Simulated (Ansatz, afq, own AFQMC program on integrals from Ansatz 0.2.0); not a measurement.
# AFQMC, coupled cluster and functionals along a coordinate of BH$_{3}$ + N, quartet

```xyz
5

B    -1.2844    0.0000    0.0000
H    -1.8811    1.0336    0.0000
H    -1.8811   -1.0336    0.0000
H    -0.0909    0.0000    0.0000
N     1.2686    0.0000    0.0000
```

A hydrogen atom is moved from one rigid fragment to the other; the B1–H4 distance tells how far. The two fragments are held close together, so this isn't a minimum-energy path and the start is a compressed complex. Energies in mEh count from this geometry (1.194 Å) at the same level; the start stands on UHF, each point on the determinant named.

Basis cc-pVTZ. Noble-gas cores (and the filled d shells of Ga–Kr and In–Xe) are frozen. AFQMC by an in-house program on the Cholesky factors that Ansatz 0.2.0 writes for its CCSD(T) run. The CISD trial takes its coefficients from CCSD amplitudes. Released means that phaseless walkers are propagated on without the constraint, phases kept. ± is one standard error of the sampling.

Cautions, each for one point or more: lower spins were not checked; the ph-AFQMC/CISD walk drifts between its halves.

```json
{"r(B1–H4) / Å": "1.285", "det.": "UHF", "T1": "0.015", "weight": "0.90", "⟨S²⟩": "3.78", "CCSD(T)": "5.5", "ph-AFQMC/CISD": "5.3 ± 0.3", "released AFQMC": "5.3 ± 0.5", "CCSDT(Q)": "5.4", "PBE": "1.1", "MP2": "6.4"}
{"r(B1–H4) / Å": "1.330", "det.": "UHF", "T1": "0.015", "weight": "0.90", "⟨S²⟩": "3.78", "CCSD(T)": "8.6", "ph-AFQMC/CISD": "8.2 ± 0.2", "released AFQMC": "8.7 ± 0.4", "CCSDT(Q)": "8.4", "PBE": "2.4", "MP2": "9.8"}
{"r(B1–H4) / Å": "1.376", "det.": "UHF", "T1": "0.015", "weight": "0.90", "⟨S²⟩": "3.78", "CCSD(T)": "11.5", "ph-AFQMC/CISD": "11.5 ± 0.3", "released AFQMC": "11.8 ± 0.4", "CCSDT(Q)": "11.4", "PBE": "4.2", "MP2": "12.8"}
{"r(B1–H4) / Å": "1.422", "det.": "UHF", "T1": "0.015", "weight": "0.90", "⟨S²⟩": "3.78", "CCSD(T)": "14.2", "ph-AFQMC/CISD": "14.2 ± 0.3", "released AFQMC": "14.5 ± 0.5", "CCSDT(Q)": "14.1", "PBE": "6.3", "MP2": "15.4"}
{"r(B1–H4) / Å": "1.513", "det.": "UHF", "T1": "0.015", "weight": "0.90", "⟨S²⟩": "3.78", "CCSD(T)": "20.2", "ph-AFQMC/CISD": "20.4 ± 0.3", "released AFQMC": "–", "CCSDT(Q)": "20.1", "PBE": "12.8", "MP2": "20.4"}
```

Weight is that of the determinant in the CISD state; at the start T1 is 0.014 and the weight 0.90, and ⟨S²⟩ is 3.77. A dash marks a missing value, a released energy that hasn't settled or a functional that sits on another state. Largest departures from CCSDT(Q), at the points where its series has closed: CCSD(T) 0.2 mEh at 1.376 (on UHF), ph-AFQMC/CISD 0.3 mEh at 1.513 (on UHF) (within the noise), released AFQMC 0.4 mEh at 1.376 (on UHF) (within the noise), PBE -7.8 mEh at 1.422, MP2 1.4 mEh at 1.376 (on UHF). Functionals count only at points shown to share the start's state and spin.

Some points may be missing: those where a free walk finds a much lower state, and past Zn most of those on another determinant than at the start.

A walk keeps the symmetry of its determinant, which the program's search chose and which needn't be the lowest solution, so a lower state of the same spin and another symmetry isn't excluded. Released energies are given only where the last usable release times agree within the noise; a slower fall can still hide under it.
